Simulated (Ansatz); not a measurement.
# C2H2FO+ (SMILES [OH+]=C=CF): one structure at several levels

Aim: energy, forces and dipole at a structure displaced at random from a GFN2-xTB minimum, from CCSD(T) and from density functionals.

Method: single points in def2-TZVPP; program: Ansatz 0.2.0, Gaussian basis.

Cores are frozen in the correlated methods.

## 1. The starting structure

SMILES `[OH+]=C=CF`, 6 atoms, charge 1, spin multiplicity 1.

Atoms are counted from 1 here; the program's logs count them from 0.

Bond lengths: O1–C2 1.264 Å, O1–H5 0.956 Å, C2–C3 1.240 Å, C3–F4 1.302 Å, C3–H6 1.123 Å. Angles: C2–O1–H5 122.6°, O1–C2–C3 172.3°, C2–C3–F4 130.7°, C2–C3–H6 113.0°, F4–C3–H6 116.3°.

Geometry (Å):

```
O    -0.40050    1.26520   -0.86220
C    -0.19640    0.21560   -0.18760
C     0.04690   -0.71240    0.59850
F    -0.37680   -1.94390    0.61650
H     0.11530    1.48940   -1.63560
H     0.75340   -0.41700    1.41960
```

## 2. CCSD(T)/def2-TZVPP

Input file run/in.yaml:

```yaml
crystal:
  periodic: [false, false, false]
  atoms:
    - {symbol: O, position_ang: [-0.400500, 1.265200, -0.862200]}
    - {symbol: C, position_ang: [-0.196400, 0.215600, -0.187600]}
    - {symbol: C, position_ang: [0.046900, -0.712400, 0.598500]}
    - {symbol: F, position_ang: [-0.376800, -1.943900, 0.616500]}
    - {symbol: H, position_ang: [0.115300, 1.489400, -1.635600]}
    - {symbol: H, position_ang: [0.753400, -0.417000, 1.419600]}
basis:
  gaussian: {orbitals: def2-TZVPP}
total_charge: 1
correlation: {method: ccsd_t}
output: {forces: true}
```

No record of the launch command was kept for these runs.

Output, cut to the lines that bear on the results:

```text
Functional definition: HF
  name "HF"
  cite "Fock, Z. Phys. 61, 126 (1930) doi:10.1007/BF01340294"
  parent pbe
[...]
964 factors; integrals over basis functions are off by at most 7.9e-4 eV
[...]
mean field -6827.31157007 eV, -250.8990724822 hartree, gradient 2.6e-6 eV, S^2 0.000000; 0 other end points of the search recorded, 0 dependent functions left out
4 core orbitals not correlated: weight in the atoms' cores, before any rotation towards them, 1.000 or more for the frozen orbitals, at most 0.000 for the correlated occupied ones
reference -6827.31157007 eV, -250.8990724822 hartree; 11, 11 occupied and 137, 137 virtual orbitals, 964 factors
second order -20.61637817 eV of doubles, -0.00000000 eV of singles
cycle   1  -20.41576911 eV  change    2.0e-1 eV  update   1.1e-1
[...]
cycle  15  -21.06047075 eV  change   -3.0e-6 eV  update   1.6e-6
perturbative correction -0.85007524 eV, -0.0312396890 hartree
[...]
Total energy: -6849.22211606 eV, -251.7042701958 hartree
Atom 0 at    -0.400500     1.265200    -0.862200 Å, force    -1.161476    -1.855797     2.800404 eV/Å
Atom 1 at    -0.196400     0.215600    -0.187600 Å, force    -0.966968     5.624165    -5.140424 eV/Å
Atom 2 at     0.046900    -0.712400     0.598500 Å, force     1.671146    -3.478056     4.090945 eV/Å
Atom 3 at    -0.376800    -1.943900     0.616500 Å, force    -0.184206     0.118767    -0.247094 eV/Å
Atom 4 at     0.115300     1.489400    -1.635600 Å, force     1.102020    -0.314016    -0.898342 eV/Å
Atom 5 at     0.753400    -0.417000     1.419600 Å, force    -0.460515    -0.095063    -0.605489 eV/Å
Dipole moment:     0.393278     0.727759    -0.379330 e Å
```

Wall time 60 s (4 threads, shared host); peak memory 2 GiB.

## 3. PBE0-D4/def2-TZVPP

Changes to run/in.yaml since step 2:

```diff
@@ -12,3 +12,3 @@
 total_charge: 1
-correlation: {method: ccsd_t}
-output: {forces: true}
+hamiltonian: {xc: pbe0, dispersion: d4}
+output: {forces: true, orbitals: {seedname: orbitals}}
```

The log in run was not kept; the run's report gives a total energy of -6854.261762 eV.

It took 0.9 s on 4 threads, shared host; peak memory 0.23 GiB.

## 4. wB97M-V/def2-TZVPP

Changes to run/in.yaml since step 3:

```diff
@@ -12,3 +12,3 @@
 total_charge: 1
-hamiltonian: {xc: pbe0, dispersion: d4}
-output: {forces: true, orbitals: {seedname: orbitals}}
+hamiltonian: {xc: {name: wB97M-V}}
+output: {forces: true}
```

Output, cut to the lines that bear on the results:

```text
Functional definition: wB97M-V
  name "wB97M-V"
  cite "Mardirossian & Head-Gordon, J. Chem. Phys. 144, 214110 (2016) doi:10.1063/1.4952647"
  cite "Becke, J. Chem. Phys. 107, 8554 (1997) doi:10.1063/1.475007"
  cite "Vydrov & Van Voorhis, J. Chem. Phys. 133, 244103 (2010) doi:10.1063/1.3521275"
  # Of w^i u^j: cxij and so on, Table III.
[...]
  gx(w, u) = 1 - cx + cx01*u + cx10*w
  gss(w, u) = css00 + css04*u^4 + css10*w + css20*w^2 + css43*w^4*u^3
  gos(w, u) = cos00 + cos10*w + (cos20 + cos21*u)*w^2 + (cos60 + cos61*u)*w^6
[...]
      + integral(e_c_pw_mod_opposite_spin*gos(b97_w_opposite, b97_u_opposite)) + vv10(b, c)
785 factors; their error is unknown
174 factors; integrals over basis functions are off by at most 8.0e-6 eV
[...]
mean field -6859.51363594 eV, -252.0824765754 hartree, gradient 2.2e-5 eV, S^2 0.000000; 0 other end points of the search recorded, 0 dependent functions left out
[...]
reference -6859.51366808 eV, -252.0824777565 hartree; 15, 15 occupied and 137, 137 virtual orbitals, 785 factors
Total energy: -6859.51366808 eV, -252.0824777565 hartree
Atom 0 at    -0.400500     1.265200    -0.862200 Å, force    -1.014138    -2.237128     2.950205 eV/Å
Atom 1 at    -0.196400     0.215600    -0.187600 Å, force    -0.864342     5.319102    -4.721633 eV/Å
Atom 2 at     0.046900    -0.712400     0.598500 Å, force     1.401538    -2.995213     3.496943 eV/Å
Atom 3 at    -0.376800    -1.943900     0.616500 Å, force    -0.121533     0.261408    -0.237633 eV/Å
Atom 4 at     0.115300     1.489400    -1.635600 Å, force     1.047665    -0.260220    -0.894619 eV/Å
Atom 5 at     0.753400    -0.417000     1.419600 Å, force    -0.449191    -0.087950    -0.593262 eV/Å
Dipole moment:     0.398156     0.699325    -0.359211 e Å
```

It took 2.8 s on 4 threads, shared host; peak memory 0.3 GiB.

## 5. r2SCAN-D4/def2-TZVPP

Changes to run/in.yaml since step 4:

```diff
@@ -12,3 +12,3 @@
 total_charge: 1
-hamiltonian: {xc: {name: wB97M-V}}
+hamiltonian: {xc: r2scan, dispersion: d4}
 output: {forces: true}
```

Output, cut to the lines that bear on the results:

```text
Functional definition: r2SCAN
  name "r2SCAN"
  cite "Furness, Kaplan, Ning, Perdew & Sun, J. Phys. Chem. Lett. 11, 8208 (2020) doi:10.1021/acs.jpclett.0c02405"
  cite "Furness, Kaplan, Ning, Perdew & Sun, J. Phys. Chem. Lett. 11, 9248 (2020) doi:10.1021/acs.jpclett.0c03077"
  parent r2scan
[...]
785 factors; their error is unknown
[...]
mean field -6858.14788069 eV, -252.0322859956 hartree, gradient 6.9e-5 eV, S^2 0.000000; 0 other end points of the search recorded, 0 dependent functions left out
[...]
reference -6858.14788838 eV, -252.0322862783 hartree; 15, 15 occupied and 137, 137 virtual orbitals, 785 factors
Total energy: -6858.16158256 eV, -252.0327895303 hartree
Atom 0 at    -0.400500     1.265200    -0.862200 Å, force    -1.070682    -2.197771     3.035969 eV/Å
Atom 1 at    -0.196400     0.215600    -0.187600 Å, force    -0.846612     5.344406    -4.786715 eV/Å
Atom 2 at     0.046900    -0.712400     0.598500 Å, force     1.255425    -3.089423     3.366588 eV/Å
Atom 3 at    -0.376800    -1.943900     0.616500 Å, force    -0.088715     0.223853    -0.161544 eV/Å
Atom 4 at     0.115300     1.489400    -1.635600 Å, force     1.102370    -0.219285    -0.985601 eV/Å
Atom 5 at     0.753400    -0.417000     1.419600 Å, force    -0.351787    -0.061780    -0.468697 eV/Å
Dipole moment:     0.391975     0.695200    -0.358084 e Å
```

It took 1.4 s on 4 threads, shared host; peak memory 0.15 GiB.

## 6. PBE-D4/def2-TZVPP

Changes to run/in.yaml since step 5:

```diff
@@ -12,3 +12,3 @@
 total_charge: 1
-hamiltonian: {xc: r2scan, dispersion: d4}
+hamiltonian: {xc: pbe, dispersion: d4}
 output: {forces: true}
```

The log in run was not kept; the run's report gives a total energy of -6854.437842 eV.

Wall time 0.7 s (4 threads, shared host); peak memory 0.13 GiB.

## 7. CAM-B3LYP-D4/def2-TZVPP

Changes to run/in.yaml since step 6:

```diff
@@ -12,3 +12,3 @@
 total_charge: 1
-hamiltonian: {xc: pbe, dispersion: d4}
+hamiltonian: {xc: {name: CAM-B3LYP}, dispersion: d4}
 output: {forces: true}
```

The log in run was not kept; the run's report gives a total energy of -6859.093156 eV.

Run time: 1.1 s. Hardware: 4 threads, shared host; peak memory 0.24 GiB.

## 8. r2SCAN0-D4/def2-TZVPP

Changes to run/in.yaml since step 7:

```diff
@@ -12,3 +12,3 @@
 total_charge: 1
-hamiltonian: {xc: {name: CAM-B3LYP}, dispersion: d4}
+hamiltonian: {xc: {name: r2SCAN0}, dispersion: d4}
 output: {forces: true}
```

The log in run was not kept; the run's report gives a total energy of -6857.048501 eV.

Run time: 1.4 s. Hardware: 4 threads, shared host; peak memory 0.25 GiB.

## 9. The levels compared

| method | RMS force component (eV/Å) | RMS error against CCSD(T) (eV/Å) | angle to CCSD(T) forces (°) |
| --- | --- | --- | --- |
| CCSD(T) | 2.427 | reference | reference |
| PBE0-D4 | 2.340 | 0.314 | 7.3 |
| wB97M-V | 2.260 | 0.254 | 4.7 |
| r2SCAN-D4 | 2.267 | 0.271 | 5.3 |
| PBE-D4 | 2.264 | 0.311 | 6.5 |
| CAM-B3LYP-D4 | 2.260 | 0.347 | 7.4 |
| r2SCAN0-D4 | 2.342 | 0.385 | 9.0 |

Energy less the free neutral atoms in their ground states at the same level (atoms from separate runs):

Differences are taken before rounding.

| method | rung | energy less atoms (kJ/mol) | from CCSD(T) (kJ/mol) |
| --- | --- | --- | --- |
| PBE-D4 | GGA | -1643.5 | -223.7 |
| r2SCAN-D4 | meta-GGA | -1525.0 | -105.2 |
| PBE0-D4 | hybrid | -1527.7 | -107.9 |
| r2SCAN0-D4 | hybrid | -1435.4 | -15.6 |
| CAM-B3LYP-D4 | range-separated hybrid | -1510.3 | -90.5 |
| wB97M-V | range-separated hybrid | -1520.3 | -100.4 |
| Hartree-Fock | wavefunction | -753.7 | +666.1 |
| MP2 | wavefunction | -1504.5 | -84.7 |
| CCSD | wavefunction | -1365.0 | +54.9 |
| CCSD(T) | wavefunction | -1419.8 | 0 |

Cost and force error (times from a shared host):

| method | time | RMS force error (eV/Å) |
| --- | --- | --- |
| CCSD(T) | 60 s | 0 |
| PBE0-D4 | 0.9 s | 0.314 |
| wB97M-V | 2.8 s | 0.254 |
| r2SCAN-D4 | 1.4 s | 0.271 |
| PBE-D4 | 0.7 s | 0.311 |
| CAM-B3LYP-D4 | 1.1 s | 0.347 |
| r2SCAN0-D4 | 1.4 s | 0.385 |

## 10. Outcome

| quantity | value |
| --- | --- |
| energy less free atoms, CCSD(T)/def2-TZVPP | -1419.8 kJ/mol |
| RMS force component | 2.260 to 2.427 eV/Å over the methods |
| RMS force error | PBE0-D4 0.314, wB97M-V 0.254, r2SCAN-D4 0.271, PBE-D4 0.311, CAM-B3LYP-D4 0.347, r2SCAN0-D4 0.385 eV/Å |
| HOMO and LUMO, PBE0-D4 | -15.39 and -10.09 eV |
| T1 diagnostic | 0.018 |

**Reading.** Against CCSD(T) the functionals' energies less atoms differ by -223.7 to -15.6 kJ/mol, PBE-D4 by -223.7 kJ/mol. A larger basis would deepen the CCSD(T) value, while the functionals are nearly converged already, so the order here is not reliable. On forces the order runs from wB97M-V to r2SCAN0-D4. Frozen-core CCSD(T) forces in triple zeta carry basis errors of their own, and this is one geometry, so small gaps rank nothing.
